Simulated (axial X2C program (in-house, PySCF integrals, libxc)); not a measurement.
LiC: cheaper levels and CCSD(T), with spin–orbit coupling

Computed with an axial X2C code built on PySCF integrals. Two-component (2c) means X2C with spin–orbit coupling and atomic mean-field two-electron Coulomb and Gaunt terms. Basis: C dyall-v3z [7s6p2d1f], Li dyall-cv3z [7s8p2d] (cores contracted in-house); Gaussian nuclei, density fitting, unrestricted open shells. Masses: C 12.000 u, Li 7.016 u.

State: Ω = 3/2 (⟨Sz⟩ = 1.50, ⟨Lz⟩ = 0.00 at HF); fragments C + Li.

```csv
level,Re (Å),ωe (cm⁻¹),De (eV)
PBE0,1.876,697.2,2.69
HF,1.881,715.3,1.95
MP2,1.893,691.7,2.61
CCSD,1.892,692.2,2.51
r2SCAN0,1.879,697.9,2.76
```

Correlated methods: 5 electrons correlated (number of frozen shells: C 1 s; Li 1 s), 143 virtual spin orbitals or spinors in MP2, 61 natural virtuals in coupled cluster.

CCSD(T), same Hamiltonian and basis:

Re = 1.895 Å, ωe = 687.8 cm⁻¹, De = 2.55 eV; T1 = 0.015 (Lee–Taylor normalisation).

(1) Give the differences from CCSD(T) in the columns below.

The state is one determinant whose occupation by symmetry is held fixed; it was picked as the lowest of a PBE0 search that is not exhaustive. Dissociation energies refer to the lowest single-determinant-based atoms at the same level and basis. Density functionals use the spin component along the axis (collinear). CCSD and (T) use frozen natural virtuals with an MP2 correction for the truncation; (T) itself is uncorrected, so its De runs slightly low. In 2c an atomic determinant is not the ground J level, so De misses part of the atomic spin–orbit lowering. This holds for PBE0, MP2, CCSD, r2SCAN0, CCSD(T). The functionals have no current-density term, which raises determinants with orbital currents, atoms included. With several unpaired electrons one determinant need not be a pure state. This is the top spin component of a Σ state; components of lower Ω are not single determinants and can lie lower.

## Answers

(1) 

| level | ΔRe (Å) | Δωe (cm⁻¹) | ΔDe (eV) |
| --- | --- | --- | --- |
| PBE0 | -0.019 | 9 | 0.14 |
| HF | -0.014 | 28 | -0.60 |
| MP2 | -0.002 | 4 | 0.06 |
| CCSD | -0.003 | 4 | -0.04 |
| r2SCAN0 | -0.016 | 10 | 0.21 |
